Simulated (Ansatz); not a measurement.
# SiHO2+ (SMILES O=[Si]=[OH+]): one structure at several levels

One table from this session's results is given with a row withheld; the runs are named, their logs left out.

Program: Ansatz 0.2.0, Gaussian basis. Level of theory: single points in def2-TZVPP. These are calculated values, not measurements.

Correlated methods freeze the cores.

### Where the work starts

SMILES `O=[Si]=[OH+]`, 4 atoms, charge 1, spin multiplicity 1.

Atoms are counted from 1 here; the program's logs count them from 0.

Bond lengths: O1–Si2 1.525 Å, Si2–O3 1.642 Å, O3–H4 1.019 Å. Angles: O1–Si2–O3 178.4°, Si2–O3–H4 172.6°.

Coordinates:

```tsv
atom	x (Å)	y (Å)	z (Å)
O1	-2.09770	0.77780	-0.02510
Si2	-0.65110	0.29420	-0.02230
O3	0.89800	-0.24880	0.01950
H4	1.80790	-0.70700	0.05840
```

The first run:

File run/in.yaml:

```yaml
crystal:
  periodic: [false, false, false]
  atoms:
    - {symbol: O, position_ang: [-2.097700, 0.777800, -0.025100]}
    - {symbol: Si, position_ang: [-0.651100, 0.294200, -0.022300]}
    - {symbol: O, position_ang: [0.898000, -0.248800, 0.019500]}
    - {symbol: H, position_ang: [1.807900, -0.707000, 0.058400]}
basis:
  gaussian: {orbitals: def2-TZVPP}
total_charge: 1
correlation: {method: ccsd_t}
output: {forces: true}
```

No record of the launch command was kept for these runs.

Among the steps run: CCSD(T)/def2-TZVPP; PBE0-D4/def2-TZVPP; wB97M-V/def2-TZVPP; r2SCAN-D4/def2-TZVPP; PBE-D4/def2-TZVPP; BLYP-D4/def2-TZVPP; r2SCANh-D4/def2-TZVPP.

One of the session's tables, all rows but one given; the rest of the session is left out.

| method | RMS force component (eV/Å) | angle to CCSD(T) forces (°) |
| --- | --- | --- |
| CCSD(T) | 1.735 | reference |
| PBE0-D4 | 1.699 | 11.4 |
| wB97M-V | ? | ? |
| r2SCAN-D4 | 1.657 | 7.6 |
| PBE-D4 | 1.543 | 3.6 |
| BLYP-D4 | 1.515 | 4.9 |
| r2SCANh-D4 | 1.707 | 11.2 |

Estimate the missing values for wB97M-V.

The run gave: RMS force component (eV/Å): 1.681; angle to CCSD(T) forces (°): 11.7. In the column «RMS force component (eV/Å)» it lies between r2SCAN-D4 (1.657) and PBE0-D4 (1.699).

Limits of these values: CCSD(T) in triple zeta still lacks some correlation energy of the bonds, so part of these gaps is its own basis error and they don't rank the functionals. The T1 diagnostic is large here, over the usual mark for main-group molecules (transition-metal compounds often pass it harmlessly), so CCSD(T) itself may be off.
